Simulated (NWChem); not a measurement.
# BeH cation; SMILES [BeH+]

Results from NWChem. Structure relaxed at the PBE-D3(BJ)/def2-SVP level. Level PBE/def2-SVP: energy and gradient on several grids; changes count from the extra-fine grid, which is no exact limit either.

```tsv
grid	size of the energy change (μHa)	largest change of a gradient component (μHa/bohr)
xcoarse	40	500
coarse	< 10	< 30
medium	< 10	< 30
fine	< 10	< 30
xfine	< 10	< 30
```
